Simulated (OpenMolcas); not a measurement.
**RI-MP2/cc-pVTZ (RICD fitting, fitting threshold 1e-05) run of H3O+ (oxonium)**

Wanted: a single-point energy of H3O+ (oxonium). 

Program for the calculation: OpenMolcas 26.06.

9 further runs of the same task are left out: 9 set aside as unsound or not needed.

## 1. Starting point

H3O+ has 4 atoms, charge +1, and is taken as a singlet. SMILES: `[OH3+]`. Geometry: relaxed at PBE0-D4/def2-TZVP.

Bond lengths: O1–H2 0.978 Å, O1–H3 0.978 Å, O1–H4 0.978 Å. Angles: H2–O1–H3 113.0°, H2–O1–H4 113.0°, H3–O1–H4 113.0°.

## 2. The energy at RI-MP2/cc-pVTZ (RICD fitting, fitting threshold 1e-05)

Contents of job.input:

```
* H3O RI-MP2
&GATEWAY
BasLib = $CurrDir
Coord
4
bohr
O      0.34387346    -0.10714747    -0.09970195
H      0.41396340     1.73560006     0.02861045
H     -0.77269012    -0.69596723    -1.45013803
H      0.01485325    -0.93248536     1.52126732
Basis = cc-pVTZ
Group = NoSym
RICD
CDThreshold = 1e-05
&SEWARD
&SCF
Charge = 1
PrOrbitals = 1 1
&MBPT2
Frozen = 1
```

The basis set cc-pVTZ is read from a file made from the Basis Set Exchange's data (not shown).

Run with:

```
$ export MOLCAS_MEM=1860
$ pymolcas job.input > job.log
```

Standard output:

```text
--- Start Module: gateway ---

                                              &GATEWAY

                       available to each process: 1.9 GB of memory, 1 thread

 Basis Set     1 Label: O.CC-PVTZ
 Basis set is read from library:.
 basistype.tbl is not found

 Basis Set     2 Label: H.CC-PVTZ
 Basis set is read from library:.
 basistype.tbl is not found

++    Symmetry information:
      ---------------------

                    Character Table for C1

                             E
                    a        1  x, y, xy, Rz, z, xz, Ry, yz, Rx, I
--

++    Basis set information:
      ----------------------

      Basis set label: O.CC-PVTZ.........

      Electronic valence basis set:
      ------------------
      Associated Effective Charge   8.000000 au
      Associated Actual Charge      8.000000 au
      Nuclear Model: Point charge

      Shell  nPrim  nBasis  Cartesian Spherical Contaminant
         s      10       4        X
         p       5       3        X
         d       2       2                 X
         f       1       1                 X

      Basis set label: H.CC-PVTZ.........

      Electronic valence basis set:
      ------------------
      Associated Effective Charge   1.000000 au
      Associated Actual Charge      1.000000 au
      Nuclear Model: Point charge

      Shell  nPrim  nBasis  Cartesian Spherical Contaminant
         s       5       3        X
         p       2       2        X
         d       1       1                 X
--

++    Molecular structure info:
      -------------------------

                    ************************************************
                    **** Cartesian Coordinates / bohr, angstrom ****
                    ************************************************

     Center  Label                x              y              z                     x              y              z
        1      O1               0.343873      -0.107147      -0.099702              0.181970      -0.056700      -0.052760
        2      H2               0.413963       1.735600       0.028610              0.219060       0.918440       0.015140
        3      H3              -0.772690      -0.695967      -1.450138             -0.408890      -0.368290      -0.767380
        4      H4               0.014853      -0.932485       1.521267              0.007860      -0.493450       0.805020

                    ***************************************
                    *    InterNuclear Distances / bohr    *
                    ***************************************

               1 O1            2 H2            3 H3            4 H4
    1 O1       0.000000
    2 H2       1.848539        0.000000
    3 H3       1.848540        3.083401        0.000000
    4 H4       1.848507        3.083179        3.083085        0.000000

                    *******************************************
                    *    InterNuclear Distances / angstrom    *
                    *******************************************

               1 O1            2 H2            3 H3            4 H4
    1 O1       0.000000
    2 H2       0.978205        0.000000
    3 H3       0.978205        1.631666        0.000000
    4 H4       0.978188        1.631548        1.631498        0.000000

                    **************************************
                    *    Valence Bond Angles / degree    *
                    **************************************
                          Atom centers                 Phi
                      2 H2       1 O1       3 H3       113.03
                      2 H2       1 O1       4 H4       113.01
                      3 H3       1 O1       4 H4       113.01
--

            Nuclear Potential Energy             13.95630739 au

--- Stop Module: gateway /rc=_RC_ALL_IS_WELL_ ---

--- Start Module: seward ---

                                              &SEWARD

                       available to each process: 1.9 GB of memory, 1 thread

               SEWARD will generate:
                  Multipole Moment integrals up to order  2
                  Kinetic Energy integrals
                  Nuclear Attraction integrals (point charge)
                  One-Electron Hamiltonian integrals
                  Velocity integrals
                  Orbital angular momentum around (  0.2710  -0.0844  -0.0786 )
                  Velocity quadrupole around (  0.2710  -0.0844  -0.0786 )
                  RI decomposed two-electron repulsion integrals stored Cholesky style
                   - acCD auxiliary basis
                   - CD Threshold:   1.00E-05

                   Integrals are discarded if absolute value <: 1.00E-14
                   Integral cutoff threshold is set to       <: 1.00E-16

            Nuclear Potential Energy             13.95630739 au

      Basis set specifications :
      Symmetry species         a
      Basis functions           72

--- Stop Module: seward /rc=_RC_ALL_IS_WELL_ ---

--- Start Module: scf ---

                                                &SCF

                       available to each process: 1.9 GB of memory, 1 thread

++    Input section:
      --------------

      Header of the integral files:

      Cartesian coordinates in angstrom:
      -----------------------------------------------------
      No.  Label        X            Y            Z
      -----------------------------------------------------
       1   O1         0.18197000  -0.05670000  -0.05276000
       2   H2         0.21906000   0.91844000   0.01514000
       3   H3        -0.40889000  -0.36829000  -0.76738000
       4   H4         0.00786000  -0.49345000   0.80502000
      -----------------------------------------------------
      Nuclear repulsion energy =   13.95630739
--

++    Orbital specifications:
      -----------------------

      Symmetry species               1
                                     a
      Frozen orbitals                0
      Aufbau                         5
      Start temperature = 0.500
      End temperature   = 0.010
      Temperature Factor= 0.460
      Deleted orbitals               0
      Total number of orbitals      72
      Number of basis functions     72
--

      Molecular charge                           1.000

++    Optimization specifications:
      ----------------------------

      SCF Algorithm: LK-RI/DF
      LK screening threshold:                     4.50E-02
      Local-Exchange (LK) algorithm.
       - the density matrix is decomposed
      The actual AO density is used
      Number of density matrices in core                 5
      Maximum number of NDDO SCF iterations            400
      Maximum number of HF SCF iterations              400
      Threshold for SCF energy change             1.00E-09
      Threshold for density matrix                1.00E-04
      Threshold for Fock matrix                   1.50E-04
      Threshold for linear dependence             1.00E-09
      Threshold at which DIIS is turned on        1.50E-01
      Maximum depth in the DIIS procedure                5
      Maximum depth in the BFGS Hessian update          30
      Threshold at which QNR/C2DIIS is turned on  7.50E-02
      Threshold for Norm(delta) (QNR/C2DIIS)      1.00E-03
      All orbitals punched on: SCFORB
--

      Input vectors read from INPORB
      Orbital file label: *Guess orbitals

++ Convergence information
                                   SCF        iterations: Energy and convergence statistics

Iter     Tot. SCF        One-elec.       Two-elec.     Energy      Max Dij or  Max Fij      DNorm      TNorm      AccCon     Time
         Energy          Energy          Energy        Change      Delta Norm                                                in Sec.
   1   -73.483185393  -122.415541661    34.976048878   0.00E+00    2.59E-01*   1.98E+00*    6.81E+00   6.22E+01   None         0.
   2   -75.364269227  -128.755986578    39.435409962  -1.88E+00*   1.62E-01*   1.77E-01*    6.09E+00   6.53E+01   EDIIS        0.
   3   -76.194375480  -127.684736649    37.534053780  -8.30E-01*   5.62E-02*   6.77E-02*    6.04E+00   6.45E+01   EDIIS        0.
   4   -76.332451071  -129.083833498    38.795075037  -1.38E-01*   4.25E-02*   4.00E-02*    6.36E+00   6.53E+01   EDIIS        0.
   5   -76.337308769  -128.253112110    37.959495952  -4.86E-03*   3.35E-02*   2.93E-02*    6.24E+00   6.48E+01   EDIIS        0.
   6   -76.338589482  -128.725544895    38.430648023  -1.28E-03*   9.80E-03*   1.44E-02*    6.33E+00   6.51E+01   EDIIS        0.

       Fermi aufbau procedure completed!
      nOcc=    5

   7   -76.339081122  -128.479978482    38.184589971  -4.92E-04*   1.69E-03*   4.43E-03*    6.29E+00   6.50E+01   c2DIIS       0.
   8   -76.339188714  -128.553461716    38.257965613  -1.08E-04*   4.71E-04    4.10E-04*    6.30E+00   6.50E+01   QNRc2DIIS    0.
   9   -76.339189559  -128.552906672    38.257409724  -8.44E-07*   3.31E-04    1.84E-04*    6.30E+00   6.50E+01   QNRc2DIIS    0.
  10   -76.339189727  -128.553335401    38.257838285  -1.68E-07*   1.95E-05    1.96E-05     6.30E+00   6.50E+01   QNRc2DIIS    0.
  11   -76.339189729  -128.553038972    38.257541854  -1.94E-09*   1.18E-05    4.74E-06     6.30E+00   6.50E+01   QNRc2DIIS    0.
  12   -76.339189729  -128.553054273    38.257557155  -1.77E-10    6.36E-07    3.24E-07     6.30E+00   6.50E+01   QNRc2DIIS    0.

       Convergence after  12 Iterations
--

 *****************************************************************************************************************************
 *                                             SCF/KS-DFT Program, Final results                                             *
 *                                                       Final Results                                                       *
 *****************************************************************************************************************************

::    Total SCF energy                                -76.3391897294
      One-electron energy                            -128.5530542732
      Two-electron energy                              38.2575571547
      Nuclear repulsion energy                         13.9563073891
      Kinetic energy (interpolated)                    76.2051921221
      Virial theorem                                    1.0017583790
      Total spin, S(S+1)                                0.0000000000
      Total spin, S                                     0.0000000000
      Max non-diagonal density matrix element           0.0000007252
      Max non-diagonal Fock matrix element              0.0000001185

      All orbitals with orbital energies smaller than  E(LUMO)+0.5 are printed

++    Molecular orbitals:
      -------------------

      Title: SCF orbitals

      Molecular orbitals for symmetry species 1: a

          Orbital            1         2         3         4         5         6         7         8         9        10
          Energy          -21.0009   -1.7984   -1.1342   -1.1341   -0.9513   -0.1445   -0.0524   -0.0524    0.2009    0.2009
          Occ. No.          2.0000    2.0000    2.0000    2.0000    2.0000    0.0000    0.0000    0.0000    0.0000    0.0000

          Orbital           11        12
          Energy            0.2734    0.3513
          Occ. No.          0.0000    0.0000

--

++    Molecular charges:
      ------------------

      Mulliken charges per centre and basis function type
      ---------------------------------------------------

                O1      H2      H3      H4
      1s       3.6108  0.5692  0.5692  0.5692
      2px      1.7459  0.0230  0.0307  0.0232
      2pz      1.3271  0.0156  0.0298  0.0346
      2py      1.3331  0.0404  0.0185  0.0211
      3d2+     0.0045  0.0024  0.0014  0.0005
      3d1+     0.0048  0.0000  0.0024  0.0024
      3d0      0.0031  0.0007  0.0017  0.0022
      3d1-     0.0017  0.0016  0.0012  0.0019
      3d2-     0.0010  0.0027  0.0008  0.0006
      4f3+     0.0001  0.0000  0.0000  0.0000
      4f2+     0.0001  0.0000  0.0000  0.0000
      4f1+     0.0002  0.0000  0.0000  0.0000
      4f0      0.0001  0.0000  0.0000  0.0000
      4f1-     0.0002  0.0000  0.0000  0.0000
      4f2-     0.0001  0.0000  0.0000  0.0000
      4f3-     0.0003  0.0000  0.0000  0.0000
      Total    8.0330  0.6556  0.6557  0.6557

      N-E     -0.0330  0.3444  0.3443  0.3443

      Total electronic charge=   10.000000

      Total            charge=    1.000000
--

++    Molecular properties:
      ---------------------

      Charge (e):
                      =    1.0000
      Dipole Moment (debye):
      Origin of the operator (angstrom)=    0.1434   -0.0447   -0.0416
                   X= -1.4693E+00               Y=  4.5788E-01               Z=  4.2598E-01           Total=  1.5968E+00
      Center of Charge (angstrom)
                     X=   -0.16249582               Y=    0.05064662               Z=    0.04711022
      Quadrupole Moment (debye*angstrom):
      Origin of the operator (angstrom)=    0.1434   -0.0447   -0.0416
                  XX= -5.5133E+00              XY=  9.8719E-01              XZ=  9.1761E-01              YY= -2.6549E+00
                  YZ= -2.8572E-01              ZZ= -2.6138E+00
      In traceless form (debye*angstrom)
                  XX= -2.8789E+00              XY=  1.4808E+00              XZ=  1.3764E+00              YY=  1.4086E+00
                  YZ= -4.2858E-01              ZZ=  1.4703E+00
--

--- Stop Module: scf /rc=_RC_ALL_IS_WELL_ ---
--- Module scf spent 1 second ---

--- Start Module: mbpt2 ---

                                               &MBPT2

                       available to each process: 1.9 GB of memory, 1 thread

WARNING!
Default frozen orbitals as non valence orbitals is overwritten by user input.
Default values:   1

      Cartesian coordinates in angstrom:
      -----------------------------------------------------
      No.  Label        X            Y            Z
      -----------------------------------------------------
       1   O1         0.18197000  -0.05670000  -0.05276000
       2   H2         0.21906000   0.91844000   0.01514000
       3   H3        -0.40889000  -0.36829000  -0.76738000
       4   H4         0.00786000  -0.49345000   0.80502000
      -----------------------------------------------------
      Nuclear repulsion energy =   13.95630739

      Contents of RUNFILE file:
      -------------------------

      Symmetry species                           1
                                                 a
      Number of basis functions                 72
      Frozen occupied orbitals                   1
      Active occupied orbitals                   4
      Active external orbitals                  67
      Deleted external orbitals                  0

      Reference numbers of frozen occupied orbitals according to the original input sequence
      symmetry species 1                        1

      Energies of the active occupied orbitals

      symmetry species 1                    -1.798447     -1.134162     -1.134131     -0.951310

      Energies of the active external orbitals

      symmetry species 1                    -0.144474     -0.052446     -0.052441      0.200881      0.200913
                                             0.273367      0.351323      0.446200      0.446254      0.461388
                                             0.461403      0.662700      0.796816      0.920977      0.921025
                                             1.019235      1.186266      1.190094      1.190131      1.680432
                                             1.680467      1.814342      1.814355      1.919993      2.165417
                                             2.472330      2.472423      3.102527      3.102579      3.172446
                                             3.191133      3.191301      3.202096      3.346821      3.565363
                                             3.565442      3.649893      3.660500      3.660536      3.736574
                                             3.885667      3.885669      4.003560      4.003619      4.005592
                                             4.173930      4.480732      4.480803      4.655679      4.826924
                                             4.862355      4.862391      5.645075      5.645343      6.356456
                                             6.625276      6.625324      6.667575      6.820126      6.820189
                                             6.971388      7.204435      7.301184      7.301329      7.780175
                                             7.780330     13.782525

      ********************************************************************************************************
      *                                               Results                                                *
      ********************************************************************************************************

       SCF energy                           =      -76.3391897294 a.u.
       Second-order correlation energy      =       -0.2568591246 a.u.
       ( Opposite-Spin contribution         =       -0.1964782019 )

       Total energy                         =      -76.5960488539 a.u.

       Reference weight ( Cref**2 )         =        0.94754

::    Total MBPT2 energy                              -76.5960488539

       Zeroth-order energy (E0)             =      -38.0816325747 a.u.

       Shanks-type energy S1(E)             =      -76.5977850486 a.u.

--- Stop Module: mbpt2 /rc=_RC_ALL_IS_WELL_ ---

.##################.
.# Happy landing! #.
.##################.

    Timing: Wall=2.27 User=2.01 System=0.25
```

It took 2.5 s on 1 thread of Arm Neoverse V1, shared host; peak memory 0.17 GiB.

## 3. Results

Level: RI-MP2/cc-pVTZ (RICD fitting, fitting threshold 1e-05), 1 core orbital frozen.

```
                                  quantity         value
                              total energy  -76.59605 Eh
       HOMO energy (Hartree–Fock orbitals)     -25.89 eV
       LUMO energy (Hartree–Fock orbitals)      -3.93 eV
     HOMO–LUMO gap (Hartree–Fock orbitals)      21.96 eV
correlation energy (1 core orbital frozen)    -256.9 mEh
```

**Reading.** Mulliken charges of the mean-field density run from -0.03 on O1 to +0.34 on H2.
